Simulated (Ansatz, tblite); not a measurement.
# SiH3(NHMe) (CH₇NSi): a ladder of methods and basis sets

Aim: run the singlet of SiH3(NHMe) (CH₇NSi) at one geometry on many levels, and compare frontier levels, spin and run time.

Method: as each input shows; program: Ansatz 0.2.0, Gaussian basis.

Plan: GFN1-xTB, GFN2-xTB, PBE-D4/def2-TZVP, r2SCAN-D4/def2-TZVP, r2SCANh-D4/def2-TZVP, CAM-B3LYP-D4/def2-TZVP, ωB97M-V/def2-TZVP, B2PLYP/def2-TZVP, B3LYP-D4/def2-TZVP, PBE-QIDH/def2-TZVP, LDA/def2-TZVP, PBE-D4/def2-SVP, PBE0-D4/def2-SVP, HF/6-31G, B3LYP-D4/6-31G, CCSD(T)/def2-TZVPP, MP2/def2-TZVP, RPA/def2-TZVP.

## 1. The geometry

The singlet was relaxed beforehand with PBE0-D4/def2-TZVP.

10 atoms, charge 0, spin multiplicity 1.

Bond lengths: Si1–H2 1.486 Å, Si1–H3 1.492 Å, Si1–H4 1.492 Å, Si1–N5 1.708 Å, N5–C6 1.444 Å, N5–H7 1.005 Å, C6–H8 1.096 Å, C6–H9 1.093 Å, C6–H10 1.096 Å. Angles: H2–Si1–H3 109.4°, H2–Si1–H4 109.4°, H2–Si1–N5 106.8°, H3–Si1–H4 106.1°, H3–Si1–N5 112.6°, H4–Si1–N5 112.5°, Si1–N5–C6 125.4°, Si1–N5–H7 119.5°, C6–N5–H7 115.0°, N5–C6–H8 112.4°, N5–C6–H9 109.8°, N5–C6–H10 112.4°, H8–C6–H9 106.9°, H8–C6–H10 108.1°, H9–C6–H10 106.9°.

Geometry (Å):

| atom | x (Å) | y (Å) | z (Å) |
| --- | --- | --- | --- |
| Si1 | 0.5534 | 0.9566 | 0.8635 |
| H2 | 0.5319 | 0.9334 | 2.3493 |
| H3 | 1.9671 | 1.0202 | 0.3896 |
| H4 | -0.1020 | 2.2058 | 0.3765 |
| N5 | -0.2535 | -0.4539 | 0.3359 |
| C6 | -0.4778 | -0.8245 | -1.0411 |
| H7 | -0.6235 | -1.0960 | 1.0147 |
| H8 | -1.5437 | -0.8830 | -1.2904 |
| H9 | -0.0370 | -0.0738 | -1.7024 |
| H10 | -0.0149 | -1.7848 | -1.2956 |

PBE0-D4/def2-TZVP was run before; its log isn't repeated, and its numbers join the tables.

## 2. GFN1-xTB

Tight binding, by tblite at 300 K electronic temperature and without a spin-polarisation term:

```python
tblite.interface.Calculator('GFN1-xTB', numbers, positions, charge=0, uhf=0).singlepoint()
```

Energy -298.6407 eV, HOMO -11.02 eV, LUMO -4.99 eV; 0.003 s.

## 3. GFN2-xTB

Tight binding, by tblite at 300 K electronic temperature and without a spin-polarisation term:

```python
tblite.interface.Calculator('GFN2-xTB', numbers, positions, charge=0, uhf=0).singlepoint()
```

Energy -282.2444 eV, HOMO -9.86 eV, LUMO -4.51 eV; 0.002 s.

## 4. PBE-D4/def2-TZVP

start.molden holds the orbitals of an earlier run on this state, given as this run's starting guess.

Contents of in.yaml:

```yaml
crystal:
  periodic: [false, false, false]
  atoms:
    - {symbol: Si, position_ang: [0.553364, 0.956583, 0.863493]}
    - {symbol: H, position_ang: [0.531895, 0.933395, 2.349252]}
    - {symbol: H, position_ang: [1.967125, 1.020182, 0.389574]}
    - {symbol: H, position_ang: [-0.102048, 2.205841, 0.376528]}
    - {symbol: N, position_ang: [-0.253509, -0.453915, 0.335936]}
    - {symbol: C, position_ang: [-0.477824, -0.824493, -1.041133]}
    - {symbol: H, position_ang: [-0.623461, -1.095968, 1.014667]}
    - {symbol: H, position_ang: [-1.543687, -0.882952, -1.290395]}
    - {symbol: H, position_ang: [-0.036975, -0.073848, -1.702371]}
    - {symbol: H, position_ang: [-0.014879, -1.784826, -1.295551]}
basis:
  gaussian: {orbitals: def2-TZVP, initial_orbitals: start.molden}
hamiltonian: {xc: pbe, dispersion: d4}
scf: {omitted_lower_state_checks: [starts]}
output: {orbitals: {seedname: orbitals}}
```

Command:

```
ansatz run in.yaml --threads 4 --pin off --events-out ev --progress --plain --max-ram 3916MiB
```

After this run come: r2SCAN-D4/def2-TZVP; r2SCANh-D4/def2-TZVP; CAM-B3LYP-D4/def2-TZVP; ωB97M-V/def2-TZVP; B2PLYP/def2-TZVP; B3LYP-D4/def2-TZVP; PBE-QIDH/def2-TZVP; LDA/def2-TZVP; PBE-D4/def2-SVP; PBE0-D4/def2-SVP; HF/6-31G; B3LYP-D4/6-31G; CCSD(T)/def2-TZVPP; MP2/def2-TZVP; RPA/def2-TZVP.

Before running them: what should the planned runs give, taken together? Wanted: gap in def2-TZVP, named functionals, smallest and largest; correlation energy, CCSD(T)/def2-TZVPP; correlation energy, MP2/def2-TZVP; binding an atom, CCSD(T)/def2-TZVPP; PBE0 total energy, smallest basis above largest.

**Answer**, as computed:

```
                                                 quantity                              value
gap in def2-TZVP, named functionals, smallest and largest  4.85 eV (LDA), 11.07 eV (ωB97M-V)
                   correlation energy, CCSD(T)/def2-TZVPP                          -15.91 eV
                        correlation energy, MP2/def2-TZVP                          -13.65 eV
                      binding an atom, CCSD(T)/def2-TZVPP                           3.392 eV
          PBE0 total energy, smallest basis above largest      5.78 eV (def2-SVP, def2-TZVP)
```

What this shows: Over the named functionals in def2-TZVP the gap runs from 4.85 eV (LDA) to 11.07 eV (ωB97M-V); exact exchange widens it. A small miss in a minimal or small basis is a cancelling of errors, not accuracy. The functionals in def2-TZVP miss CCSD(T)/def2-TZVPP by +0.052 (r2SCANh-D4) to +0.502 eV (LDA) an atom. CCSD(T)/def2-TZVPP isn't at the basis-set limit; small misses against it rank nothing.
